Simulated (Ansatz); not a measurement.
Rock-salt BaS, treated with HSE06 (PAW; Ansatz, an electronic-structure program).

Settings: plane-wave cutoff 460 eV, 8×8×8 k mesh, Fermi–Dirac smearing 0.01 eV, scalar-relativistic PAW data made under PBE.

The cell is scaled about its equilibrium volume:

| V (Å³/atom) | P (GPa) | direct gap at Γ (eV) | smallest gap on the k mesh (eV) |
|---|---|---|---|
| 31.203 | 2.62 | 4.908 | 3.044 |
| 31.890 | 1.47 | 4.785 | 3.080 |
| 32.845 | 0.07 | 4.623 | 3.125 |
| 33.666 | -0.97 | 4.491 | 3.159 |
| 34.487 | -1.88 | 4.365 | 3.188 |

The fundamental gap (3.13 eV at the equilibrium volume, on the SCF mesh) lies elsewhere than Γ–Γ.

Spin–orbit coupling is not included.
